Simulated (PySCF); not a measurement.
Level of theory and adiabatic energies of losing or gaining an electron: tetrahydrofuran

Structure: `C1CCOC1` (C4H8O).

All levels share the PBE0-D3(BJ)/def2-SVP structures and the GFN2-xTB thermal terms; only the single-point energies (PySCF) change. Values are adiabatic energies of losing or gaining an electron (0 K, eV).

Measured (NIST Chemistry WebBook): adiabatic ionisation energy 9.40 eV.

| level | ionisation energy to the radical cation | time |
| --- | --- | --- |
| HF/ma-def2-TZVP | 8.17 | 25 s |
| BLYP-D3(BJ)/ma-def2-TZVP | 8.76 | 2.8 min |
| PBE0-D3(BJ)/6-31G | 8.87 | 17 s |
| PBE0-D3(BJ)/def2-SVP | 8.97 | 34 s |
| PBE0-D3(BJ)/6-31+G* | 9.02 | 34 s |
| PBE0-D3(BJ)/ma-def2-TZVP | 9.03 | – |
| PBE0-D3(BJ)/pcseg-2 | 9.03 | 2 min |
| PBE0-D3(BJ)/aug-pcseg-1 | 9.03 | 76 s |
| PBE0-D3(BJ)/6-311+G** | 9.04 | 59 s |
| BHandHLYP/ma-def2-TZVP | 9.09 | 97 s |

Times are wall times for all single points of a level on 1 thread of Arm Neoverse N1, a shared host; the dash marks the run that also made the structures. BLYP ran on a slower path of this set-up, which computes the density-fitting integrals anew in every SCF cycle while the other levels store them. So the times needn't show the usual order of cost, and those levels read slower than they are.

Hartree-Fock leaves out electron correlation, so its ionisation energies and electron affinities from energy differences come out too low, often by 1 eV or more.

The spread: 0.93 eV, from 8.17 to 9.09.

Differences come from unrounded values, so a last digit can differ from that of the printed terms.
